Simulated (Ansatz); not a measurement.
Bond stretch in BeH, doublet.

Levels of theory: UKS-PBE = unrestricted PBE/aug-cc-pVQZ run with Ansatz (a first-principles code); UKS-CAM-B3LYP = unrestricted CAM-B3LYP/aug-cc-pVQZ run with Ansatz; FCI = full CI/aug-cc-pVQZ, frozen core (Ansatz).

Energies relative to the lowest point of each curve near equilibrium, in mEh; the last columns give the error against full CI:

| R / Å | UKS-PBE | UKS-CAM-B3LYP | FCI | UKS-PBE − FCI | UKS-CAM-B3LYP − FCI |
|---|---|---|---|---|---|
| 1.09 | 25.8 | 23.9 | 25.3 | 0.5 | -1.5 |
| 1.15 | 14.0 | 12.4 | 13.5 | 0.5 | -1.0 |
| 1.23 | 4.5 | 3.6 | 4.1 | 0.4 | -0.6 |
| 1.28 | 1.5 | 0.9 | 1.2 | 0.3 | -0.3 |
| 1.32 | 0.3 | 0.0 | 0.1 | 0.1 | -0.1 |
| 1.36 | 0.0 | 0.0 | 0.0 | 0.0 | 0.0 |
| 1.38 | 0.2 | 0.3 | 0.2 | -0.1 | 0.1 |
| 1.41 | 0.7 | 1.1 | 0.9 | -0.2 | 0.2 |
| 1.49 | 3.7 | 4.8 | 4.2 | -0.5 | 0.6 |
| 1.57 | 8.5 | 10.2 | 9.3 | -0.8 | 1.0 |
| 1.65 | 14.3 | 16.8 | 15.4 | -1.1 | 1.4 |
| 1.85 | 31.2 | 35.3 | 32.7 | -1.5 | 2.6 |
| 2.05 | 48.0 | 53.4 | 49.3 | -1.3 | 4.1 |
| 2.26 | 63.0 | 68.7 | 63.1 | -0.1 | 5.6 |
| 2.43 | 72.2 | 77.5 | 70.6 | 1.7 | 6.9 |
| 2.70 | 81.6 | 85.7 | 76.5 | 5.1 | 9.2 |
| 3.02 | 86.5 | 90.0 | 78.6 | 7.9 | 11.3 |
| 3.27 | 87.8 | 91.3 | 79.1 | 8.7 | 12.2 |
| 3.69 | 88.5 | 92.1 | 79.3 | 9.2 | 12.8 |
| 4.15 | 88.6 | 92.4 | 79.4 | 9.2 | 13.0 |
| 4.70 | 88.7 | 92.5 | 79.5 | 9.2 | 13.0 |
| 5.42 | 88.8 | 92.6 | 79.5 | 9.2 | 13.0 |

UKS-PBE is furthest from FCI at 5.42 (9.2 mEh, above); its mean absolute error over the points is 3.1 mEh.

UKS-CAM-B3LYP is furthest from FCI at 4.70 (13.0 mEh, above); its mean absolute error over the points is 5.0 mEh.
